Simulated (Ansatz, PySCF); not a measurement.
This PySCF input computes a CCSD(T)/cc-pVDZ energy:

```python
from pyscf import gto, scf, mp, cc as ccmod

mol = gto.M(
    atom='''
    C     0.03001831    0.38890657    0.00079542
    C     1.23978496   -0.08731897   -0.00655119
    F    -1.07186953   -0.39122524    0.00452518
    H    -0.22543144    1.44614772    0.00468087
    H     2.25343763    0.26535385   -0.01087281
    ''',
    basis='cc-pvdz',
    charge=0,
    spin=1,
    verbose=4,
)

mf = scf.UHF(mol)
mf.conv_tol = 1e-10
mf.max_cycle = 100
mf.kernel()
mo, _, stable, _ = mf.stability(return_status=True)
if not stable:
    mf.kernel(mf.make_rdm1(mo, mf.mo_occ))
mp2 = mp.MP2(mf, frozen=3).run()
cc = ccmod.CCSD(mf, frozen=3)
cc.max_cycle = 100
cc.kernel()
et = cc.ccsd_t()
print(f'E(CCSD(T)) = {cc.e_tot + et:.9f}')
```

Problem. Write an input for the same energy in Ansatz (a first-principles code) and say what it gives.

Solution. 
Ansatz 0.2 input:
```yaml
crystal:
  periodic: [false, false, false]
  atoms:
    - {symbol: C, position_ang: [0.03001831, 0.38890657, 0.00079542]}
    - {symbol: C, position_ang: [1.23978496, -0.08731897, -0.00655119]}
    - {symbol: F, position_ang: [-1.07186953, -0.39122524, 0.00452518]}
    - {symbol: H, position_ang: [-0.22543144, 1.44614772, 0.00468087]}
    - {symbol: H, position_ang: [2.25343763, 0.26535385, -0.01087281]}
basis:
  gaussian:
    orbitals: cc-pVDZ
magnetization: {spin_polarized: true, initial_magnetization: 1}
correlation: {method: ccsd_t, electrons: outside_noble_gas}
```
It gives -176.70070 Eh, and PySCF -176.70070 Eh, a difference of 0.00 mEh.

It need not be the lowest isomer of its formula.
